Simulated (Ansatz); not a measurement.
**P₄: one species, many methods**

One table from this session's results is given with a row withheld; the runs are named, their logs left out.

Computed with Ansatz 0.2.0, Gaussian basis. Level: functionals in def2-TZVPP, the program's frozen cores in correlated methods.

Levels to be run: LDA (SPW92), PBE-D4, revPBE-D4, BLYP-D4, r2SCAN-D4, B97M-V, PBE0-D4, B3LYP-D4, r2SCANh-D4, r2SCAN0-D4, HSE06-D4, BHLYP-D4, CAM-B3LYP-D4, LC-ωPBE, ωB97X-V, ωB97M-V, B2PLYP, PBE-QIDH; CCSD(T)/def2-SVP; CCSD(T)/def2-TZVPP; CCSD(T)/def2-QZVPP; extrapolation to the limit; RPA on PBE.

### Structure used throughout

An earlier PBE0-D4 in a triple-zeta def2 set relaxation fixed the geometry.

SMILES `p12p3p1p23`, 4 atoms, charge 0, spin multiplicity 1.

Atoms are counted from 1 here; the program's logs count them from 0.

Bond lengths: P1–P2 2.184 Å, P1–P3 2.184 Å, P1–P4 2.184 Å, P2–P3 2.184 Å, P2–P4 2.184 Å, P3–P4 2.184 Å. Angles: P2–P1–P3 60.0°, P2–P1–P4 60.0°, P3–P1–P4 60.0°, P1–P2–P3 60.0°, P1–P2–P4 60.0°, P3–P2–P4 60.0°, P1–P3–P2 60.0°, P1–P3–P4 60.0°, P2–P3–P4 60.0°, P1–P4–P2 60.0°, P1–P4–P3 60.0°, P2–P4–P3 60.0°.

The first run:

in.yaml reads:

```yaml
crystal:
  periodic: [false, false, false]
  atoms:
    - {symbol: P, position_ang: [-0.724800, -0.099991, 1.119382]}
    - {symbol: P, position_ang: [1.294853, 0.109804, 0.315680]}
    - {symbol: P, position_ang: [-0.184987, -1.091725, -0.749847]}
    - {symbol: P, position_ang: [-0.385065, 1.081922, -0.685226]}
basis:
  gaussian: {orbitals: def2-TZVPP}
hamiltonian: {xc: lda}
output: {orbitals: {seedname: orbitals}}
```

The run is started by

```sh
ansatz run in.yaml --threads 2 --pin off --events-out ev --progress --plain --max-ram 32768MiB --backend cpu
```

Among the steps run: LDA; PBE-D4 (GGA); revPBE-D4 (GGA); BLYP-D4 (GGA); r2SCAN-D4 (meta-GGA); B97M-V (meta-GGA); PBE0-D4 (hybrid); B3LYP-D4 (hybrid); r2SCANh-D4 (hybrid); r2SCAN0-D4 (hybrid); HSE06-D4 (hybrid); BHLYP-D4 (hybrid); CAM-B3LYP-D4 (range-separated); LC-ωPBE (range-separated); ωB97X-V (range-separated); ωB97M-V (range-separated); B2PLYP (double hybrid); PBE-QIDH (double hybrid).

One table of the session follows, with a row left open; its other results are not shown here.

It belongs to the step «Frontier levels by functional». 

```
  functional  HOMO (eV)  gap (eV)
 LDA (SPW92)      -6.75      5.05
      PBE-D4          ?         ?
   revPBE-D4      -6.57      5.09
     BLYP-D4      -6.37      5.02
   r2SCAN-D4      -6.88      5.48
      B97M-V      -6.88      5.56
     PBE0-D4      -7.62      6.91
    B3LYP-D4      -7.34      6.49
  r2SCANh-D4      -7.24      6.15
  r2SCAN0-D4      -7.78      7.15
    HSE06-D4      -7.24      6.15
    BHLYP-D4      -8.40      8.69
CAM-B3LYP-D4      -8.73      9.14
     LC-ωPBE     -10.07     11.45
     ωB97X-V      -9.73     11.08
     ωB97M-V      -9.48     10.76
```

Q: Estimate the row for PBE-D4 from the others.

As computed: HOMO (eV): -6.62; gap (eV): 5.08. In the column «HOMO (eV)» it lies between LDA (SPW92) (-6.75) and revPBE-D4 (-6.57).
